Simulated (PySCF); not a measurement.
CH₃O, SMILES [O]C, multiplicity 2.

Coordinates come from a PBE0-D3(BJ)/def2-TZVP optimisation. A frequency run showed that this geometry is not a minimum. The isomer is the one that the SMILES or the coordinates give; other isomers of the formula were not compared.

All values below come from TDA-ωB97X/def2-TZVPD run with PySCF 2.14.0.

Vertical excitations. Isolated molecule, no solvent.

Computed UV-visible absorptions:
| state | energy (eV) | λ (nm) | f | main pairs |
|---|---|---|---|---|
| root 1 | 0.39 | 3165 | 0.000 | β HOMO→LUMO 96 % |
| root 2 | 4.64 | 267 | 0.001 | β HOMO−1→LUMO 97 % |
| root 3 | 7.13 | 174 | 0.083 | β HOMO−2→LUMO 95 % |
| root 4 | 7.27 | 171 | 0.003 | β HOMO−3→LUMO 96 % |
| root 5 | 7.41 | 167 | 0.000 | β HOMO→LUMO+1 83 % |
| root 6 | 8.00 | 155 | 0.003 | α HOMO→LUMO 83 % |
| root 7 | 8.46 | 147 | 0.014 | β HOMO→LUMO+2 72 % |
| root 8 | 8.86 | 140 | 0.016 | β HOMO→LUMO+3 93 % |
| root 9 | 8.92 | 139 | 0.001 | α HOMO−1→LUMO 26 %, β HOMO→LUMO+4 64 % |
| root 10 | 8.98 | 138 | 0.021 | α HOMO−1→LUMO 57 %, β HOMO→LUMO+4 32 % |
Unrestricted roots are not spin-pure.
